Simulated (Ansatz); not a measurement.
A made-up structure of CH3Si2, doublet:

```
6
angstrom
Si 0.7616 -2.5589 1.0938
C 0.3511 -1.0368 0.4729
Si -0.1528 0.5701 -0.2318
H 1.1598 -3.9154 1.2265
H 0.8935 1.1450 -1.1197
H -0.4743 1.5681 0.8238
```

It is relaxed with PBE-D4/def2-SVP and then PBE0-D4/def2-TZVP (Ansatz 0.2.0). Atoms count as bonded within 1.22 times the sum of their covalent radii (H–H: 0.88 Å). The end point is not checked to be a true minimum.

Problem. Does its bonding change? (A judgement: the text doesn't fix the answer.)

Solution. The calculation gives: No: no bond forms or breaks.

Where it ends: The first stage lowers the energy by 0.84 eV in 11 steps. It ends as CH₃Si₂ ([SiH][C][SiH2]):
```xyz
6
angstrom
Si 1.2227 -2.4080 1.2267
C 0.5217 -1.0741 0.5077
Si 0.1947 0.5153 0.0165
H 0.6450 -3.7796 1.0335
H 0.6903 1.0997 -1.2510
H -0.7355 1.4189 0.7320
```

Labels in which every atom is bracketed show which atoms are joined, not bond orders.

For scale, one of the runs: PBE0-D4/def2-TZVP relaxation, 123 basis functions, launched by `ansatz run in.yaml --threads 2 --pin off --events-out ev --progress --plain --max-ram 4352MiB`. Hardware: 2 CPU threads of an Intel Xeon Platinum 8175M, shared host. Wall time about 45 s.
